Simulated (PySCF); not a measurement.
## Carbon: a sound run and one with changed settings

Sound run: C [He] 2s2 2p2, C+ [He] 2s2 2p1. Computed with PySCF 2.14 in pcseg-2, with no relativity, point nucleus. In the sound run the correlated levels freeze 1s2. The sound run starts from symmetry-adapted Hartree-Fock orbitals and uses a fine grid where one is needed.

Changed run: a valence shell is frozen. This setting is unsound on purpose.

```tsv
species	method	sound run (hartree)	changed run (hartree)	converged
C	MP2	-37.75344	-37.69617	yes
C	CCSD(T)	-37.77503	-37.69842	yes
```

Ionisation energy of C:

| method | sound run (eV) | changed run (eV) |
| --- | --- | --- |
| UHF | 10.788 | 10.788 |
| MP2 | 11.207 | 10.981 |
| SCS-MP2 | 11.081 | 10.852 |
| CCSD | 11.103 | 11.042 |
| CCSD(T) | 11.124 | 11.042 |
| CCSDT | n/a | 11.042 |
| FCI | n/a | 11.042 |

Freezing a valence shell removes pair correlation that changes on ionisation.

For comparison, NIST gives 11.260 eV between the lowest levels.
